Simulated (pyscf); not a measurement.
AuH + HF → F–Au + H₂ (four-centre exchange; singlet surface; Au–H, F–H broken, Au–F, H–H formed). Single points on ωB97X-D3(BJ)/def2-SVP structures (PySCF, gas phase). Energies in eV from the separated reactants.

```
level                   barrier  reaction energy
----------------------  -------  ---------------
ωB97X-D3(BJ)/def2-TZVP     2.00            +1.25
PBE/def2-TZVP              2.14            +1.47
B3LYP-D3(BJ)/def2-TZVP      ___            +1.41
PBE0-D3(BJ)/def2-TZVP      2.22            +1.53
ωB97M-D3(BJ)/def2-TZVP      ___              ___
HF/def2-TZVP               2.24            +1.20
```

Problem. Complete the blanks.

Solution. 
- B3LYP-D3(BJ)/def2-TZVP, barrier: 2.19
- ωB97M-D3(BJ)/def2-TZVP, barrier: 2.05
- ωB97M-D3(BJ)/def2-TZVP, reaction energy: +1.33

The functionals in the table span 0.22 eV in this barrier, from ωB97X-D3(BJ) to PBE0-D3(BJ). On the reactant side the descent ends in a bound adduct, 0.43 eV under the separated species and 2.42 eV under the saddle at ωB97X-D3(BJ)/def2-TZVP. The products may also form a dative adduct at F–Au; it and routes through it were not searched. At the saddle there is also a short Au–H contact that neither side keeps. This is the saddle that the search found; another between the same sides may lie lower. Elements past Kr carry the def2 core potentials, without spin-orbit coupling.
